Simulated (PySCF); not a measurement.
Species: C5H12N (doublet state).
Structure used (GFN2-xTB), in Å, numbered top down from 1:
```xyz
18
C5H12N angstrom
C     -0.2079   -1.0648    1.1485
C      0.2150   -0.1289   -0.0042
C      1.3976   -0.7600   -0.7478
C      0.6595    1.2150    0.5918
C     -0.9088    0.0545   -0.9734
N     -2.0382    0.7967   -0.6083
H      0.6061   -1.1825    1.8613
H     -1.0727   -0.6553    1.6645
H     -0.4739   -2.0438    0.7577
H      1.7373   -0.1034   -1.5455
H      1.1077   -1.7112   -1.1881
H      2.2263   -0.9349   -0.0654
H      1.5664    1.0810    1.1771
H     -0.1032    1.6247    1.2509
H      0.8664    1.9334   -0.1992
H     -1.1083   -0.7384   -1.6759
H     -2.6575    0.9971   -1.3814
H     -1.8204    1.6271   -0.0743
```

The hyperfine couplings belong to this conformer and change with its torsions.

Identity: `CC(C)(C)[CH]N` [radical].

Method used: PySCF 2.14.0, UKS B3LYP, pcH-1 on C H N, non-relativistic, mean-field spin-orbit, GIAO. One conformer (not necessarily the lowest) at the GFN2-xTB geometry, without solvent, vibrations or thermal averaging. The geometry wasn't refined by DFT: couplings that depend on bond lengths, twists or pyramidal angles can differ widely from those at the functional's own minimum. The SCF solution wasn't tested for stability.

Principal values of hyperfine tensors in MHz (contact and dipolar terms together), for some of the nuclei:

```json
{"atom": "C5", "isotope": "13C", "A1": "53.08", "A2": "54.06", "A3": "266.68"}
{"atom": "H16", "isotope": "1H", "A1": "-67.29", "A2": "-35.31", "A3": "-0.16"}
{"atom": "H7", "isotope": "1H", "A1": "13.95", "A2": "15.92", "A3": "21.25"}
{"atom": "C4", "isotope": "13C", "A1": "14.87", "A2": "15.13", "A3": "20.00"}
{"atom": "C2", "isotope": "13C", "A1": "-18.32", "A2": "-18.07", "A3": "-13.38"}
{"atom": "N6", "isotope": "14N", "A1": "1.97", "A2": "2.39", "A3": "35.99"}
{"atom": "C3", "isotope": "13C", "A1": "11.68", "A2": "12.10", "A3": "15.85"}
{"atom": "H17", "isotope": "1H", "A1": "0.21", "A2": "6.61", "A3": "31.79"}
```

(1) Split each tensor into its isotropic and traceless parts, and turn a_iso into mT with g = 2.0027.

(2) What spin density at the nucleus of H17 lies behind its contact coupling (g_N = 5.58569)?

(3) C1 (13C, g_N = 1.40482) isn't in the table. Its spin density at the nucleus is 0.04264 bohr⁻³. What is its contact coupling?

(4) Name the largest traceless tensor T of the table and describe it.

(5) What first-order splitting does H16 cause when the field lies along A1, A2 or A3 of its tensor (g taken as isotropic, no quadrupole term)?

## Answers

(1) a_iso is a third of the trace, T = A − a_iso, and a(mT) = a(MHz)/(g × 13.996).

| atom | a_iso (MHz) | a_iso (mT) | T1 | T2 | T3 |
| --- | --- | --- | --- | --- | --- |
| C5 | 124.61 | 4.445 | -71.52 | -70.55 | 142.07 |
| H16 | -34.25 | -1.222 | -33.03 | -1.05 | 34.09 |
| H7 | 17.04 | 0.608 | -3.09 | -1.12 | 4.21 |
| C4 | 16.67 | 0.595 | -1.80 | -1.53 | 3.33 |
| C2 | -16.59 | -0.592 | -1.73 | -1.48 | 3.21 |
| N6 | 13.45 | 0.480 | -11.48 | -11.06 | 22.54 |
| C3 | 13.21 | 0.471 | -1.53 | -1.11 | 2.64 |
| H17 | 12.87 | 0.459 | -12.66 | -6.26 | 18.92 |

(2) a_FC = (2μ0/3) gₑ μB g_N μN ρ(0)/(2S·h) = 800.24 MHz × g_N × ρ(0)/(2S), with ρ in bohr⁻³. With a_FC = 12.87 MHz and 2S = 1, ρ(0) = 0.00288 bohr⁻³. In magnitude that is 0.9 % of the 1/π = 0.318 of a free hydrogen atom.

(3) By the same relation, a_FC = 47.9 MHz. Its full tensor has the principal values 43.57, 43.76, 56.46 MHz.

(4) C5: -71.5, -70.5, 142.1 MHz, axial, in the ratio −1:−1:+2, the form that spin in one p orbital centred on that nucleus gives.

(5) 2 lines (I = 1/2), spaced by |A_i|/(g × 13.996): 2.40, 1.26, 0.01 mT along the axes of A1, A2 and A3.
